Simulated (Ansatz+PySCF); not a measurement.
Values are calculated unless marked as measured or tabulated.
## PySCF 2.14.0 run

```python
from pyscf import gto, scf, mp

mol = gto.M(atom="""
C -0.016670 0.000000 0.000000
C 1.196170 0.000000 0.000000
H -1.024850 0.000000 0.000000
""", basis='cc-pvtz', charge=0, spin=1)
mf = scf.UHF(mol)
mf.kernel()
pt = mp.MP2(mf, frozen=2).run()
print(mf.e_tot, pt.e_corr, pt.e_tot)
```

The script is written out from the run's settings.

The run gave:

```yaml
Converged: yes
Reference_energy: -76.17555 hartree
Correlation_energy: -0.23970 hartree
Total_energy: -76.41525 hartree
Spin_squared_of_the_determinant: 1.151
```

Caution: the unrestricted determinant is spin contaminated.
